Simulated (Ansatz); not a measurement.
**Structure relaxation of Hf**

The calculation used Ansatz, DFT PBEsol, scalar-relativistic, plane waves, PAW. Cutoff 420 eV, Γ-centred k mesh, Gaussian smearing, no spin polarisation in the final step.

Hf was placed on the samarium (9R) structure type (R-3m, No. 166), at a guessed volume.

```
Hf
1.0
     1.66735    0.96265    8.05821
    -1.66735    0.96265    8.05821
     0.00000   -1.92529    8.05821
Hf
3
Direct
  0.00000 0.00000 0.00000
  0.22222 0.22222 0.22222
  0.77778 0.77778 0.77778
```

Cell and atoms relax at zero pressure; the relaxation can't lower the symmetry of the start. After a coarse first stage the cell is made exact in the group found at 0.06 Å.

Energies count from the standard state of Hf at the same level.

Problem. Describe the relaxed structure.

Solution. It keeps R-3m (No. 166). The result has the samarium (9R) structure. Conventional cell: a = 3.152 Å, c = 22.652 Å. Hf on Wyckoff site a (1 atom of the primitive cell) has 12 Hf at 3.10–3.15 Å; Hf on Wyckoff site c (2 atoms of the primitive cell) is coordinated by 12 Hf at 3.10–3.15 Å.

Space group R-3m:H (No. 166). a = 3.152 Å, b = 3.152 Å, c = 22.652 Å, α = 90.00°, β = 90.00°, γ = 120.00°
```tsv
atom	site	symmetry	x	y	z
Hf	3a	-3m	0.0000	0.0000	0.0000
Hf	6c	3m	0.3333	0.6667	0.8893
```

Problem. What are its volume, energy, density and gap?

Solution. The volume per atom is 21.66 Å³, the density is 13.69 g/cm³ and the energy over the standard structure is 0.03 eV/atom. The gap on the 18×18×18 mesh is 0 eV (a metal).

The final run used a 18×18×18 mesh on its 3-atom cell and 0.10 eV smearing. The k mesh leaves about 4 meV/atom of noise in metals. Spin–orbit coupling is left out. Symmetry constrained the relaxation, so the result can be a saddle point. The steps took about 8 core-minutes in all.

This form isn't the element's structure at ambient conditions.